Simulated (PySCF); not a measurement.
# C3HF2N: core ionisation energies

Species: C3HF2N.
Geometry (PBE0-D3(BJ)/def2-SVP, Å), atoms numbered from 1 in this order:
```
atom  x, y, z in Å
N1     2.4994   -0.4655    0.0691
C2     1.3946   -0.1449    0.2080
C3     0.0393    0.2574    0.3995
F4    -0.2044    1.0074    1.4683
C5    -0.9647   -0.0766   -0.4214
F6    -0.7618   -0.8164   -1.4879
H7    -1.9962    0.2427   -0.2523
```

Method used: PySCF 2.14.0, delta-SCF UKS SCAN, pcX-2 on the ionised atom, pcseg-1 elsewhere, spin-free X2C. These are vertical core ionisation energies against the vacuum level, from separate self-consistent calculations with and without the core hole.

Problem. What binding energy does each computed site have?

Solution. 
```
atom(s)                 bonded to  level  binding energy (eV)  above the level's lowest (eV)  count
     F6                         C   F 1s               694.58                          +0.13      1
     F4                         C   F 1s               694.45                           0.00      1
     N1           C (triple bond)   N 1s               405.84                           0.00      1
     C3  F, C (double bond) and C   C 1s               294.90                          +1.81      1
     C5  F, C (double bond) and H   C 1s               294.21                          +1.12      1
     C2     N (triple bond) and C   C 1s               293.09                           0.00      1
```

Lowest listed C 1s: C2, bonded to N (triple bond) and C. Highest, 1.81 eV above it: C3, bonded to F, C (double bond) and C. The widest gap between neighbouring values is 1.12 eV, between 293.09 and 294.21 eV. Summing the Pauling electronegativity differences to the bonded atoms, each weighted by its formal bond order, gives +1.47 for the lowest site and +1.43 for the highest; the largest sum, +1.47, belongs to C2, 1.81 eV below the top. The smallest sum, +1.08, belongs to C5, 1.12 eV above the lowest.

The 2 F 1s values lie within 0.13 eV of each other; Gaussian lines of 0.5 eV full width would blend them into one maximum.

Problem. Which effective nuclear charge Zeff reproduces each element's mean 1s value in the hydrogen-like formula E = 13.606 eV × Zeff²?

Solution. C (Z = 6): mean 294.1 eV, Zeff = 4.65, Z − Zeff = 1.35; N (Z = 7): mean 405.8 eV, Zeff = 5.46, Z − Zeff = 1.54; F (Z = 9): mean 694.5 eV, Zeff = 7.14, Z − Zeff = 1.86. Means run over the listed sites, weighted by atom count.

Geometry: PBE0-D3(BJ)/def2-SVP; no solvent, vibrations or thermal averaging.
